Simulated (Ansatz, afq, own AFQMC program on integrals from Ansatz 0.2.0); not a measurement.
Where AFQMC and coupled cluster stand for SiHBr, triplet

| atom | x (Å) | y (Å) | z (Å) |
| --- | --- | --- | --- |
| Br | 0.0000 | 0.0000 | -1.6503 |
| H | 0.0000 | 0.0000 | 0.0137 |
| Si | 0.0000 | 0.0000 | 1.6367 |

Connectivity, by distances: Br ··· Si, 1 bridging H.

Basis cc-pVTZ. Noble-gas cores (and the filled d shells of Ga–Kr and In–Xe) are frozen. Integrals, coupled cluster, full CI and functionals: Ansatz 0.2.0; the random walks run on the same integrals in our own AFQMC program. ph-AFQMC/CISD is guided by a CISD state made of CCSD amplitudes; releasing the constraint for a short imaginary time cuts its bias at the price of noise, slowly where states lie close. Uncertainties: one standard error, sampling alone. No spin–orbit coupling.

Determinant: UHF, the one that the program's search chose, which needn't be the lowest solution. The geometry is a point of a scan.

No full CI on the walks' own integrals is used here; CCSDT(Q) serves as the reference and is uncertain by about the last step of the cluster series.

Cautions: no relativity below Rb; no spin-orbit coupling; inner d shell frozen; lower spins were not checked.

- T1 diagnostic: 0.0168
- weight of the determinant in the CISD state: 0.854
- ⟨S²⟩ of the determinant: 2.039
- size of the correlated space: 12 electrons in 72 orbitals

| level | correlation energy (eV) |
| --- | --- |
| MP2 | -6.6046 |
| CCSD | -7.5828 |
| CCSD(T) | -7.8907 |

(1) Estimate where phaseless AFQMC with a CISD trial lies against CCSD(T) on the same integrals.

(1) 1.12 ± 0.17 mEh below CCSD(T).

Reference: CCSDT(Q), correlation energy -7.946 eV. The released energy is read at 2.40 1/Eh (meV from the phaseless value at times in 1/Eh: -3 ± 4 at 0.24, -8 ± 3 at 0.51, -16 ± 3 at 0.99, -28 ± 4 at 1.62, -22 ± 9 at 2.40).

```json
{"level": "CCSD(T)", "E − E(reference) (mEh)": "2.02", "share of correlation (%)": "99.31"}
{"level": "CCSDT", "E − E(reference) (mEh)": "0.56", "share of correlation (%)": "99.81"}
{"level": "ph-AFQMC/CISD", "E − E(reference) (mEh)": "0.89 ± 0.17", "share of correlation (%)": "99.69"}
{"level": "released AFQMC", "E − E(reference) (mEh)": "0.08 ± 0.33", "share of correlation (%)": "99.97"}
```

A walk keeps the symmetry of its determinant, which the program's search chose and which needn't be the lowest solution, so a lower state of the same spin and another symmetry isn't excluded. Released energies are given only where the last usable release times agree within the noise; a slower fall can still hide under it.
